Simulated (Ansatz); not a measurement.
**C2H5N (aziridine): from total energies to a heat of formation**

C2H5N: 8 atoms, total charge 0, spin state singlet. As SMILES, `C1CN1`. Geometry: relaxed at PBE0-D4/def2-TZVP.

```
atom    x (Å)    y (Å)    z (Å)
   C  -0.4420   0.3729  -0.5266
   C   0.7018   0.0413   0.3427
   N  -0.6464  -0.3792   0.7058
   H  -0.5239  -0.1462  -1.4763
   H  -0.8504   1.3774  -0.5215
   H   1.1307   0.8030   0.9843
   H   1.4061  -0.7057  -0.0095
   H  -0.7760  -1.3633   0.5010
```

Total energies at HSE06/pc-3 (Ansatz 0.2.0); the atoms run unrestricted:

```
species    state  energy (Eh)
  C2H5N  singlet  -133.817217
      C  triplet   -37.804891
      N  quartet   -54.543594
      H  doublet    -0.501026
```

Harmonic wavenumbers at PBE0-D4/def2-TZVP, in cm⁻¹: 780, 903, 908, 922, 1005, 1117, 1122, 1153, 1255, 1271, 1308, 1491, 1527, 3125, 3131, 3205, 3219, 3544.

Measured heats of formation of the gaseous atoms at 298.15 K, in kJ/mol: C 716.9, N 472.4, H 218.0. Take 1 Eh = 2625.50 kJ/mol, 1 cm⁻¹ = 0.0119627 kJ/mol, RT = 2.479 kJ/mol.

Task: What heat of formation follows?

Result: 
1. Electronic atomisation energy: 2 × (-37.804891) + (-54.543594) + 5 × (-0.501026) − (-133.817217) = 1.158711 Eh = 3042.2 kJ/mol.
2. Zero-point energy: half the sum of the wavenumbers, 15493 cm⁻¹ = 185.3 kJ/mol.
3. Thermal vibrational enthalpy, Σ hcν̃/(exp(hcν̃/kT) − 1): 1.0 kJ/mol. Translation, rotation and pV of a non-linear molecule: 4 RT = 9.9 kJ/mol.
4. The 8 free atoms carry 5/2 RT each: 49.6 kJ/mol.
5. Atomisation enthalpy at 298 K: 3042.2 − 185.3 − 1.0 − 9.9 + 49.6 = 2895.6 kJ/mol.
6. Sum of the atoms' heats of formation: 2996.2 kJ/mol. Heat of formation: 2996.2 − 2895.6 = +100.6 kJ/mol.

The tabulated value is +126.5 kJ/mol (CRC Handbook of Chemistry and Physics), so this level is off by -25.9 kJ/mol, or 0.9 % of the atomisation enthalpy. Anharmonicity and any spin-orbit splitting of the molecule are left out.
